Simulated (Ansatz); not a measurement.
hcp Mg, treated with LDA (plane waves, PAW; Ansatz, a quantum-chemistry and plane-wave program).

A relaxed, unreconstructed slab of the (11-20) face has 16 atoms, two equal faces of 27.637 Å² each and an energy of -30422.8125 eV. A bulk cell of 4 atoms with the same orientation and in-plane k mesh has -7606.4123 eV. Energies are extrapolated to zero smearing.

Run with plane-wave cutoff 500 eV, 12×10×1 k mesh (along the axes of the cell as run), Fermi–Dirac smearing 0.1 eV, scalar-relativistic PAW data made under PBE.

Worked out: γ = (E_slab − N E_bulk per atom)/2A = [-30422.8125 − 16 × (-7606.4123/4)]/(2 × 27.637) = 0.0513 eV/Å². With 16.022 J/m² per eV/Å² this is 0.82 J/m², or 1.42 eV per surface cell and face.
